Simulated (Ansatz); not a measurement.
Results of LDA (Ansatz, a first-principles code, PAW) for rock-salt TiC.

Settings: plane-wave cutoff 520 eV, 22×22×22 k mesh, Fermi–Dirac smearing 0.05 eV, no spin polarisation, scalar-relativistic PAW data made under PBE.

The volume scan:

```json
[
 {"V (Å³/atom)": "9.090", "E − E_lowest (meV/atom)": "33.87"},
 {"V (Å³/atom)": "9.283", "E − E_lowest (meV/atom)": "14.52"},
 {"V (Å³/atom)": "9.476", "E − E_lowest (meV/atom)": "3.50"},
 {"V (Å³/atom)": "9.670", "E − E_lowest (meV/atom)": "0.00"},
 {"V (Å³/atom)": "9.863", "E − E_lowest (meV/atom)": "3.32"},
 {"V (Å³/atom)": "10.057", "E − E_lowest (meV/atom)": "12.80"},
 {"V (Å³/atom)": "10.250", "E − E_lowest (meV/atom)": "27.87"}
]
```

**Question.** Estimate the bulk modulus and its pressure derivative from these points.

**Answer.** V0 = 9.669 Å³/atom, B0 = 282 GPa, B′ = 4.0 (fit to the energies at full precision).

Measured, for comparison: bulk modulus 240 GPa (temperature not stated, not corrected to a static lattice, our sources range from 235 to 268; as tabulated in Krasnenko and Brik (2013), arXiv:1306.3139); equilibrium volume per atom 10.15 Å³/atom (temperature not stated, not corrected to a static lattice; as tabulated in Zhang et al. (2018), doi:10.1088/1367-2630/aac7f0). Computed (rounded) less measured: bulk modulus not scored (sources differ), equilibrium volume per atom -4.7 %.

It cost around 60 core-seconds (rough) of CPU time.
